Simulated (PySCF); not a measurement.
Level of theory: ωB97X-D3(BJ)/def2-TZVP // B3LYP-D3(BJ)/def2-TZVP in PySCF. All species are isolated molecules in the gas phase. 

Reference species (SMILES): `C#C` (neutral, multiplicity 1).

HOMO: -10.96 eV
S1 oscillator strength: 0.000
HOMO–LUMO gap: 14.05 eV

Changed species: `C#CC(C)=O` (X = acetyl; the reference has X = H).

**Question.** Give the shifts of the HOMO, S1 oscillator strength and HOMO–LUMO gap.

**Answer.** the HOMO rises by 0.51 eV, to -10.45 eV; the S1 oscillator strength stays essentially unchanged; the HOMO–LUMO gap falls by 3.12 eV, to 10.93 eV.
